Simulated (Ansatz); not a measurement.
# Cl3Eu (EuCl3): the cost of one run

Method: as each input shows; program: Ansatz 0.2.0, Gaussian basis.

Plan: PBE-D4/def2-TZVP, r2SCAN-D4/def2-TZVP, r2SCAN0-D4/def2-TZVP, LDA/def2-TZVP, r2SCANh-D4/def2-TZVP, HF/def2-TZVP, B97M-V/def2-TZVP, PBE-D4/def2-SVP, PBE0-D4/def2-SVP, CCSD(T)/def2-SVP, MP2/def2-TZVP, RPA/def2-TZVP.

## 1. The structure

The septet was relaxed beforehand with PBE-D4/def2-SVP.

4 atoms, charge 0, spin multiplicity 7.

Atoms are counted from 1 here; the program's logs count them from 0.

Bond lengths: Eu1–Cl2 2.575 Å, Eu1–Cl3 2.575 Å, Eu1–Cl4 2.575 Å. Angles: Cl2–Eu1–Cl3 120.1°, Cl2–Eu1–Cl4 119.9°, Cl3–Eu1–Cl4 119.9°.

Eu takes a core potential in the def2 sets. No spin-orbit coupling is included.

PBE0-D4/def2-TZVP was run before; its log isn't repeated, and its numbers join the tables.

## 2. PBE-D4/def2-TZVP

start.molden holds the orbitals of an earlier run on this state, given as this run's starting guess.

The input, in.yaml:

```yaml
crystal:
  periodic: [false, false, false]
  atoms:
    - {symbol: Eu, position_ang: [0.000883, 0.001068, 0.000008]}
    - {symbol: Cl, position_ang: [2.575781, -0.026085, 0.028697]}
    - {symbol: Cl, position_ang: [-1.268725, 2.241505, -0.006971]}
    - {symbol: Cl, position_ang: [-1.307948, -2.216499, -0.021735]}
basis:
  gaussian: {orbitals: def2-TZVP, initial_orbitals: start.molden}
magnetization: {spin_polarized: true, initial_magnetization: 6}
hamiltonian: {xc: pbe, dispersion: d4}
scf: {omitted_lower_state_checks: [starts]}
output: {orbitals: {seedname: orbitals}}
```

The run is started by

```
$ ansatz run in.yaml --threads 4 --pin off --events-out ev --progress --plain --max-ram 8704MiB
```

What time and memory should one allow on 4 threads of AMD EPYC 7R43, shared host?

About 14 s, with a peak of 0.7 GiB.
